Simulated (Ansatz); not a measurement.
Results of PBE0 (Ansatz, a first-principles code, PAW) for K₂ZnTe₂ (Ibam, No. 72; cell taken from a computed entry).

Run with plane-wave cutoff 460 eV, 4×4×4 k mesh, Fermi–Dirac smearing 0.01 eV, scalar-relativistic PAW data made under PBE.

Cell (relaxed with PBEsol):

K2ZnTe2 has the orthorhombic space group Ibam (No. 72), Pearson symbol oI20. Cell: a = 7.215 Å, b = 13.927 Å, c = 6.888 Å, α = β = γ = 90.00°. K on 8j is coordinated by 2 Zn at 3.462 Å and 6 Te at 3.515–3.711 Å. Zn on 4a has 4 Te at 2.676 Å and 4 K at 3.462 Å. Te on 8j is coordinated by 2 Zn at 2.676 Å and 6 K at 3.515–3.711 Å. (Neighbours: up to the widest gap in distance over summed covalent radii, below 1.35, at either atom; cation-cation and far metal-metal contacts left out.)
(The calculation used a cell of 10 atoms; values per cell refer to that cell.)

Task: What does this level give for the band gap and smallest direct gap on the k points sampled?

Result: 
* **band gap**: 3.57 eV
* **smallest direct gap on the k points sampled**: 3.74 eV

Note: cell and atoms aren't relaxed at this level (pressure 1.1 GPa); this cell isn't known to be the ambient phase, and symmetry holds it in the calculation.

Spin–orbit coupling is not included; with these elements it can move the gap by several tenths of an eV or more.

The computed numbers hold no vibrational or temperature effects.

It cost around 26 core-minutes (rough) of CPU time.
